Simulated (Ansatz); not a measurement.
**CF (sextet): from Hartree-Fock to the top rungs, 6-31G**

Aim: climb from Hartree-Fock through coupled cluster and multireference methods for CF (sextet) at one geometry and basis, and see what each rung misses.

Method: 6-31G, core rule «outside noble gas», up to 2 orbitals frozen; program: Ansatz 0.2.0, Gaussian basis.

To be run: UHF; CCSD(T) on ROHF; CCSD(T) on UHF; BCCD(T) on ROHF; CISD as a restricted active space (open shells left free, so some higher excitations enter); CCSDT(Q) on ROHF; CCSDT(Q) on UHF; CISDTQ; CCSDTQ on ROHF; CCSDTQ on UHF; CASSCF and MRCISD+Q, 11 electrons in 8 orbitals; CASSCF and NEVPT2, 11 electrons in 8 orbitals; Full CI.

13 further runs of the same task are left out: 6 that didn't finish, 7 set aside as unsound or not needed. Runs told in other sessions of the task aren't counted.

**1. What is computed**

The geometry is a PBE0/def2-TZVP stationary point (not a proven minimum) of the parent state, kept for this charge and spin.

2 atoms, charge 0, spin multiplicity 6.

Atoms are counted from 1 here; the program's logs count them from 0.

Bond lengths: C1–F2 1.316 Å.

**2. UHF**

in.yaml reads:

```yaml
crystal:
  periodic: [false, false, false]
  atoms:
    - {symbol: C, position_ang: [0.000000, 0.000000, 0.000000]}
    - {symbol: F, position_ang: [0.000000, 0.000000, 1.315900]}
basis:
  gaussian: {orbitals: 6-31G}
magnetization: {spin_polarized: true, initial_magnetization: 5}
hamiltonian: {xc: hf}
output: {orbitals: {seedname: orbitals}}
```

Started as:

```sh
$ ansatz run in.yaml --threads 1 --pin off --events-out ev --progress --plain --max-ram 2393MiB
```

Further steps of the session: CCSD(T) on ROHF; CCSD(T) on UHF; BCCD(T) on ROHF; CISD as a restricted active space (open shells left free, so some higher excitations enter); CCSDT(Q) on ROHF; CCSDT(Q) on UHF; CISDTQ; CCSDTQ on ROHF; CCSDTQ on UHF; CASSCF and MRCISD+Q, 11 electrons in 8 orbitals; CASSCF and NEVPT2, 11 electrons in 8 orbitals; Full CI.

Before running them: what should the planned runs give, taken together? Wanted: FCI from the RHF energy; RMP2 from FCI; UMP2 from FCI; RCCSD from FCI; RCCSD(T) from FCI; UCCSD(T) from FCI; RCCSDT(Q) from FCI; UCCSDT(Q) from FCI; NEVPT2 valence from FCI.

As calculated:

| quantity | value |
| --- | --- |
| FCI from the ROHF energy | -3.0607 eV |
| RMP2 from FCI | +31.9 kJ/mol |
| UMP2 from FCI | +31.8 kJ/mol |
| RCCSD from FCI | +3.1 kJ/mol |
| RCCSD(T) from FCI | +0.6 kJ/mol |
| UCCSD(T) from FCI | +0.4 kJ/mol |
| RCCSDT(Q) from FCI | 0.0 kJ/mol |
| UCCSDT(Q) from FCI | -0.1 kJ/mol |
| NEVPT2 valence from FCI | +64.4 kJ/mol |
| MRCISD+Q valence from FCI | +2.8 kJ/mol |
| levels within 1 kcal/mol (43 meV) | RCCSD, UCCSD, RCCSD(T), UCCSD(T), BCCD(T), RCCSDT, UCCSDT, CISDTQ, RCCSDT(Q), UCCSDT(Q), RCCSDTQ, UCCSDTQ, MRCISD+Q valence |
| T1 diagnostic | 0.011 |
| effectively unpaired electrons | 5.00 |

In words: RCCSD(T) lands +0.6 kJ/mol from the yardstick (0.2 % of the correlation energy). One determinant dominates. Of the multireference levels listed MRCISD+Q valence comes nearest in total energy (+2.8 kJ/mol), which doesn't show that its space is the better one. These misses are within one basis, not against nature; the frozen cores of restricted and unrestricted runs differ, which can shift their rows.

Levels on UHF freeze UHF's core orbitals, full CI those of ROHF, so the U rows can settle a little off it for that reason alone.

With open shells the CI space here admits some higher excitations, so it is larger than plain CISD.
